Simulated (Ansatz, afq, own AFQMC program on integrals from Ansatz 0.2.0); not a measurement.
# CF, doublet in def2-TZVP, levels against CCSDT(Q)

```xyz
2

C    -0.1071   -0.3525   -0.0942
F     0.9486   -0.0179    0.5180
```

Basis def2-TZVP. Only valence electrons are correlated. Ansatz 0.2.0 and our own AFQMC program on the same integrals; the CISD trial comes from CCSD amplitudes, and released means the phaseless constraint is let go. Error bars are statistical, one sigma.

Determinant: UHF, the one that the program's search chose, which needn't be the lowest solution. The geometry is a PBE0/def2-SVP stationary point of this or a neighbouring charge and spin state.

No full CI on the walks' own integrals is used here; CCSDT(Q) serves as the reference and is uncertain by about the last step of the cluster series.

Cautions: the released energies are still falling, so no released level is given (meV from the phaseless value at times in 1/Eh: -1 ± 3 at 0.24, -11 ± 4 at 0.51, -14 ± 4 at 0.99, -17 ± 6 at 1.62, -18 ± 16 at 2.40), though the last usable value meets CCSDT(Q) within the noise.

The T1 diagnostic is 0.0198 and the weight of the determinant in the CISD state is 0.902. The ⟨S²⟩ of the determinant is 0.762. The size of the correlated space is 11 electrons in 60 orbitals.

```json
{"level": "MP2", "correlation energy (eV)": "-9.4995"}
{"level": "CCSD", "correlation energy (eV)": "-9.9124"}
{"level": "CCSD(T)", "correlation energy (eV)": "-10.2568"}
```

Task: Estimate where phaseless AFQMC with a CISD trial lies against CCSD(T) on the same integrals.

Result: 1.9 ± 0.5 kJ/mol below CCSD(T).

Reference: CCSDT(Q), correlation energy -10.290 eV.

```tsv
level	E − E(reference) (kJ/mol)	share of correlation (%)
CCSD(T)	3.2	99.68
CCSDT	1.5	99.85
ph-AFQMC/CISD	1.3 ± 0.5	99.87
```

A walk keeps the symmetry of its determinant, which the program's search chose and which needn't be the lowest solution, so a lower state of the same spin and another symmetry isn't excluded.
